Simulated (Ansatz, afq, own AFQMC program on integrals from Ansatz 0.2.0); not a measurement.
# Where AFQMC and coupled cluster stand for CH6N⁺, singlet

```tsv
atom	x (Å)	y (Å)	z (Å)
C	-0.2247	0.2924	-0.6622
N	0.2176	-0.2831	0.6412
H	-0.0407	-0.4435	-1.4539
H	-1.2951	0.5222	-0.6018
H	0.3474	1.2073	-0.8567
H	0.0677	0.3707	1.4218
H	1.2195	-0.5192	0.6380
H	-0.2916	-1.1469	0.8736
```

Basis def2-TZVP. Only valence electrons are correlated. AFQMC by an in-house program on the Cholesky factors that Ansatz 0.2.0 writes for its CCSD(T) run. The CISD trial takes its coefficients from CCSD amplitudes. Released means that phaseless walkers are propagated on without the constraint, phases kept. ± is one standard error of the sampling.

Determinant: RHF, the one that the program's search chose, which needn't be the lowest solution. The geometry is a PBE0/def2-SVP stationary point of this or a neighbouring charge and spin state.

No full CI on the walks' own integrals is used here; CCSDT(Q) serves as the reference and is uncertain by about the last step of the cluster series.

```
T1 diagnostic                               : 0.0070
weight of the determinant in the CISD state : 0.883
size of the correlated space                : 14 electrons in 96 orbitals
```

```csv
level,correlation energy (eV)
MP2,-10.3811
CCSD,-11.1921
CCSD(T),-11.5357
```

Q: Estimate where AFQMC with the constraint released lies against CCSD(T) on the same integrals.

A: 0.42 ± 0.20 kcal/mol below CCSD(T).

Reference: CCSDT(Q), correlation energy -11.561 eV. The released energy is read at 1.50 1/Eh (meV from the phaseless value at times in 1/Eh: 0 ± 5 at 0.24, 2 ± 5 at 0.50, -4 ± 6 at 1.00, 4 ± 9 at 1.50).

| level | E − E(reference) (kcal/mol) | share of correlation (%) |
| --- | --- | --- |
| CCSD(T) | 0.57 | 99.78 |
| CCSDT | 0.28 | 99.90 |
| ph-AFQMC/HF | -0.58 ± 0.65 | 100.22 |
| ph-AFQMC/CISD | 0.06 ± 0.11 | 99.98 |
| released AFQMC | 0.16 ± 0.20 | 99.94 |

Released energies are given only where the last usable release times agree within the noise; a slower fall can still hide under it.
